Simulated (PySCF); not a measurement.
Species: C5H5N, SMILES `c1ccncc1` (charge 0, multiplicity 1).

Problem. Predict the dipole moment, HOMO and LUMO from TPSSh-D3(BJ)/def2-TZVP // TPSS-D3(BJ)/def2-SVP in PySCF.

Solution. 
```json
{
  "dipole_moment": "2.20 D",
  "HOMO": "-6.61 eV",
  "LUMO": "-1.31 eV"
}
```
